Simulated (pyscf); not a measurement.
One multi-bond step on the singlet surface with elements of a group swapped. ωB97M-D3(BJ)/def2-TZVP, kcal/mol, from the separated reactants. PySCF, gas phase, ωB97X-D3(BJ)/def2-SVP geometries.

```
step                                                                        barrier  reaction energy  imaginary mode (i cm⁻¹)
-----------------------------------------------------------------------  ----------  ---------------  -----------------------
`[FH]` + `[F][GeH]` [singlet] + `[FH]` → `[F][GeH2][F]` + `[FH]`               -5.6            -42.1                     1332
`[Cl][GeH]` [singlet] + `[ClH]` + `[ClH]` -> `[Cl][GeH2][Cl]` + `[ClH]`  (withheld)       (withheld)                     1178
```

Q: Some entries are withheld; supply them.

A: 
- `[Cl][GeH]` [singlet] + `[ClH]` + `[ClH]` -> `[Cl][GeH2][Cl]` + `[ClH]`, barrier: -1.1
- `[Cl][GeH]` [singlet] + `[ClH]` + `[ClH]` -> `[Cl][GeH2][Cl]` + `[ClH]`, reaction energy: -41.8

Row 1: On the reactant side the descent ends in an adduct with a F–Ge contact, 16.6 kcal/mol under the separated species and 8.1 kcal/mol under the saddle at ωB97X-D3(BJ)/def2-TZVP. On the product side the descent ends in a complex (not fully relaxed), 6.5 kcal/mol under the separated species and 45.3 kcal/mol under the saddle at ωB97X-D3(BJ)/def2-TZVP. Row 2: On the reactant side the descent ends in a bound adduct, 13.2 kcal/mol under the separated species and 6.5 kcal/mol under the saddle at ωB97X-D3(BJ)/def2-TZVP. Each row is the saddle that its search found. Elements up to Kr have no core potential and no relativistic terms here.
